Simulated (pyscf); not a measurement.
Routes from :Ge=Se [singlet] + H₂

Candidate steps break at most two bonds and form at most two. Each was searched with GFN2-xTB (tblite) first. Structures and frequencies: ωB97X-D3(BJ)/def2-SVP in PySCF. Energies: ωB97M-D3(BJ)/def2-TZVP, kcal/mol, from the separated reactants, singlet surface; ΔG‡ with ideal gas, 1 atm, RRHO with modes under 100 cm⁻¹ raised to 100, one conformer, R ln 2 for chiral ones without a mode under 150 cm⁻¹.

| products | type | ΔE‡ | ΔE | ΔG‡ 298 K | ΔG‡ 900 K | ν‡ (cm⁻¹) |
|---|---|---|---|---|---|---|
| :HGe–SeH [singlet] | addition across a multiple bond or ene-type step | 34.3 | +3.1 | 40.6 | 56.4 | 1570i |
| H₂Ge=Se | insertion | 67.8 | +5.7 | 73.5 | 88.5 | 1579i |

Plain bond fissions and candidates not yet searched are not listed, and one of them may be faster. Each barrier is that of the saddle found; lower ones may exist. Elements up to Kr have no core potential and no relativistic terms here.
